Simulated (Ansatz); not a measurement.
# C₃H₅NO: one species, many methods

An exercise on one series of results from a longer session: the logs are not shown, and one member is left open.

Computed with Ansatz 0.2.0, Gaussian basis. Level: functionals in def2-TZVPP, the program's frozen cores in correlated methods.

Levels to be run: LDA (SPW92), PBE-D4, revPBE-D4, BLYP-D4, r2SCAN-D4, B97M-V, PBE0-D4, B3LYP-D4, r2SCANh-D4, r2SCAN0-D4, HSE06-D4, BHLYP-D4, CAM-B3LYP-D4, LC-ωPBE, ωB97X-V, ωB97M-V, B2PLYP, PBE-QIDH; CCSD(T)/def2-SVP; CCSD(T)/def2-TZVPP; MP2/def2-QZVPP; extrapolation to the limit; RPA on PBE.

## Structure used throughout

An earlier PBE0-D4 in a triple-zeta def2 set relaxation fixed the geometry.

SMILES `NC1(O)C=C1`, 10 atoms, charge 0, spin multiplicity 1.

Atoms are counted from 1 here; the program's logs count them from 0.

Bond lengths: N1–C2 1.437 Å, N1–H6 1.011 Å, N1–H7 1.014 Å, C2–O3 1.398 Å, C2–C4 1.471 Å, C2–C5 1.470 Å, O3–H8 0.964 Å, C4–C5 1.304 Å, C4–H9 1.080 Å, C5–H10 1.080 Å. Angles: C2–N1–H6 110.9°, C2–N1–H7 110.4°, H6–N1–H7 108.4°, N1–C2–O3 109.0°, N1–C2–C4 121.6°, N1–C2–C5 126.3°, O3–C2–C4 120.7°, O3–C2–C5 117.0°, C4–C2–C5 52.6°, C2–O3–H8 106.1°, C2–C4–C5 63.6°, C2–C4–H9 148.5°, C5–C4–H9 147.8°, C2–C5–C4 63.7°, C2–C5–H10 148.4°, C4–C5–H10 147.8°.

Geometry (Å):

```xyz
10

N    -0.97481   -0.14975   -0.97177
C     0.05890   -0.24808    0.02096
O     0.43672   -1.58757    0.15195
C     0.10915    0.66216    1.17590
C     1.08226    0.76605    0.31440
H    -1.33323    0.79369   -1.02719
H    -0.61533   -0.40952   -1.88364
H    -0.37331   -2.10297    0.06965
H    -0.32363    0.98985    2.10916
H     2.01638    1.23494    0.04359
```

The first run:

in.yaml

```yaml
crystal:
  periodic: [false, false, false]
  atoms:
    - {symbol: N, position_ang: [-0.974815, -0.149750, -0.971771]}
    - {symbol: C, position_ang: [0.058898, -0.248080, 0.020960]}
    - {symbol: O, position_ang: [0.436722, -1.587566, 0.151952]}
    - {symbol: C, position_ang: [0.109150, 0.662155, 1.175896]}
    - {symbol: C, position_ang: [1.082259, 0.766047, 0.314399]}
    - {symbol: H, position_ang: [-1.333232, 0.793687, -1.027192]}
    - {symbol: H, position_ang: [-0.615326, -0.409516, -1.883640]}
    - {symbol: H, position_ang: [-0.373306, -2.102967, 0.069648]}
    - {symbol: H, position_ang: [-0.323632, 0.989848, 2.109160]}
    - {symbol: H, position_ang: [2.016382, 1.234939, 0.043588]}
basis:
  gaussian: {orbitals: def2-TZVPP}
hamiltonian: {xc: lda}
output: {orbitals: {seedname: orbitals}}
```

Launch:

```
> ansatz run in.yaml --threads 2 --pin off --events-out ev --progress --plain --max-ram 4352MiB
```

Among the steps run: LDA; PBE-D4 (GGA); revPBE-D4 (GGA); BLYP-D4 (GGA); r2SCAN-D4 (meta-GGA); B97M-V (meta-GGA); B3LYP-D4 (hybrid); r2SCANh-D4 (hybrid); r2SCAN0-D4 (hybrid); HSE06-D4 (hybrid); BHLYP-D4 (hybrid); CAM-B3LYP-D4 (range-separated); LC-ωPBE (range-separated); ωB97X-V (range-separated); ωB97M-V (range-separated); B2PLYP (double hybrid); PBE-QIDH (double hybrid).

One of the session's tables, all rows but one given; the rest of the session is left out.

It belongs to the step «Orbital energies across the functionals». 

| functional | HOMO (eV) | gap (eV) |
| --- | --- | --- |
| LDA (SPW92) | -5.39 | 4.06 |
| PBE-D4 | -5.25 | 4.18 |
| revPBE-D4 | -5.19 | 4.22 |
| BLYP-D4 | -5.15 | 4.21 |
| r2SCAN-D4 | -5.49 | 4.69 |
| B97M-V | -5.63 | 4.93 |
| PBE0-D4 | -6.63 | 6.64 |
| B3LYP-D4 | -6.43 | 6.17 |
| r2SCANh-D4 | -6.01 | 5.60 |
| r2SCAN0-D4 | ? | ? |
| HSE06-D4 | -6.23 | 5.85 |
| BHLYP-D4 | -7.96 | 9.09 |
| CAM-B3LYP-D4 | -8.05 | 9.21 |
| LC-ωPBE | -9.37 | 11.77 |
| ωB97X-V | -9.03 | 11.33 |
| ωB97M-V | -8.94 | 11.10 |

Q: Estimate the row for r2SCAN0-D4 from the others.

Worked estimate for «HOMO (eV)». Against the share of exact exchange, r2SCAN-D4 (0, -5.49), r2SCANh-D4 (0.1, -6.01) give a slope of -5.20 per unit share; at 0.25 the line stands at -6.79.

As computed: HOMO (eV): -6.80; gap (eV): 6.96. In «HOMO (eV)» the line misses by +0.01.
